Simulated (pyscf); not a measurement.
This saddle point was located with ωB97X-D3(BJ)/def2-SVP in PySCF.

```
N
H 1 1.0227
H 1 1.1823 2 117.67
H 3 1.2041 1 136.93 2 -124.33
Si 1 1.8063 2 113.83 3 134.04
N 5 1.7097 1 112.97 2 -28.04
H 6 1.0123 5 123.26 1 102.86
H 6 1.0133 7 113.50 5 179.56
N 5 1.7115 6 112.30 7 -144.14
H 9 1.0131 5 122.47 6 69.14
H 9 1.0173 10 112.70 5 -154.78
H 5 1.4880 6 105.70 7 -13.52
Si 1 1.8743 2 114.06 3 -88.17
H 13 1.4861 1 117.15 2 49.31
H 13 1.4877 14 119.87 4 -81.05
H 13 1.5216 14 102.09 4 167.28
```

Surface: singlet, charge 0. Lowest wavenumbers (cm⁻¹): 1349i, 58, 126, 179, 189.

### Question
What reaction is this the transition state of?

### Answer
H₂N–SiH(NH₂)–NH₂ + SiH₄ ⇌ H₂N–SiH(NH₂)–NH–SiH₃ + H₂, a four-centre exchange read from left to right: H–N, H–Si broken and N–Si, H–H formed. At ωB97M-D3(BJ)/def2-TZVP it lies +41.5 kcal/mol from the left side and +49.3 kcal/mol from the right (each side as separated species at their lowest minima found). At the saddle there is also a short H–Si contact that neither side keeps. One saddle was located; it need not be the lowest between these sides.
